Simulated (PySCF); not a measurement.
C2H3N, SMILES `C(C)#N`, neutral singlet in the gas phase. 

Cartesian coordinates (Å):
```xyz
6

C     -0.4877     0.0012     0.0062
C      0.9657    -0.0024    -0.0122
N      2.1280    -0.0052    -0.0269
H     -0.8795    -0.7382    -0.7060
H     -0.8567    -0.2487     1.0106
H     -0.8698     0.9932    -0.2717
```
Charge 0, spin multiplicity 1.

All levels are single points at this geometry (PBE-D3(BJ)/def2-TZVPD); Pople sets use spherical d functions. Orbital energies aren't observables, and empty levels follow the basis.

| level | HOMO (eV) | LUMO (eV) | gap (eV) | dipole (D) | vertical IE, Delta-SCF (eV) |
|---|---|---|---|---|---|
| PBE-D3(BJ)/def2-TZVPD in PySCF | -8.06 | -0.61 | 7.45 | 3.99 | – |
| B3LYP/3-21G in PySCF | -8.94 | 1.22 | 10.16 | 3.60 | – |
| B3LYP/6-311+G** in PySCF | -9.21 | -0.33 | 8.88 | 4.07 | – |
| M06-2X/6-31G* in PySCF | -10.55 | 2.34 | 12.89 | 3.81 | – |
| SVWN5/6-31G* in PySCF | -7.87 | -0.07 | 7.80 | 3.85 | – |
| HF/STO-3G in PySCF | -10.94 | 9.65 | 20.59 | 3.06 | – |
